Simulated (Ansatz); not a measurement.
# ClH7Si2: the cost of one run

Method: RKS PBE0-D4/def2-SVP, in Ansatz 0.2.0.

### 1 The structure to begin with

Bond lengths: Si1–Si3 2.220 Å, Si3–H4 1.460 Å, Si3–H5 1.460 Å, Si3–H6 1.460 Å, Si1–H7 1.459 Å, Si1–H8 1.459 Å, Si1–Cl9 2.430 Å. Angles: Si1–Si3–H4 109.5°, Si1–Si3–H5 109.5°, Si1–Si3–H6 109.5°, H4–Si3–H5 109.4°, H4–Si3–H6 109.4°, H5–Si3–H6 109.4°, Si3–Si1–H7 109.5°, Si3–Si1–H8 109.5°, Si3–Si1–Cl9 178.9°, H7–Si1–H8 109.5°, H7–Si1–Cl9 70.0°, H8–Si1–Cl9 70.0°.

As a file:

```xyz
10

Si    0.0000    0.0000    0.0000
H     0.0000    0.0000    1.8100
Si    2.0935    0.0000   -0.7393
H     2.5508   -1.3762   -0.9079
H     2.1573    0.6939   -2.0222
H     2.9510    0.6823    0.2255
H    -0.6877    1.1914   -0.4862
H    -0.6877   -1.1914   -0.4862
Cl   -2.3060    0.0000    0.7662
H    -0.9541    0.0000    1.8716
```

### 2 Pulling towards end A

Springs on the bonds that form and break draw the guess towards this end; the thresholds are loose.

Input file input.yaml:

```yaml
crystal:
  periodic: [false, false, false]
  atoms:
    - { symbol: Si, position_ang: [0.0, 0.0, 0.0] }
    - { symbol: H, position_ang: [0.0, 0.0, 1.81] }
    - { symbol: Si, position_ang: [2.0935, 0.0, -0.7393] }
    - { symbol: H, position_ang: [2.5508, -1.3762, -0.9079] }
    - { symbol: H, position_ang: [2.1573, 0.6939, -2.0222] }
    - { symbol: H, position_ang: [2.951, 0.6823, 0.2255] }
    - { symbol: H, position_ang: [-0.6877, 1.1914, -0.4862] }
    - { symbol: H, position_ang: [-0.6877, -1.1914, -0.4862] }
    - { symbol: Cl, position_ang: [-2.306, 0.0, 0.7662] }
    - { symbol: H, position_ang: [-0.9541, 0.0, 1.8716] }
basis:
  gaussian: { orbitals: def2-SVP }
hamiltonian:
  xc: pbe0
  dispersion: d4
relax:
  f_tol: 0.15
  max_steps: 25
  restrain:
    - { distance: [0, 8], at: 3.33, k: 30.0 }
    - { distance: [9, 1], at: 1.86, k: 30.0 }
    - { distance: [0, 1], at: 1.46, k: 30.0 }
    - { distance: [9, 8], at: 1.37, k: 30.0 }
```

Launch:

```sh
$ ansatz run input.yaml --threads 2 --pin off --max-ram 3072MiB --backend cpu --events-out ev --progress --plain --runs-dir out
```

**Question.** How long does this run take on 2 threads of Arm Neoverse V1, shared host, and how much memory does it need?

About 16 s, with a peak of 0.18 GiB.
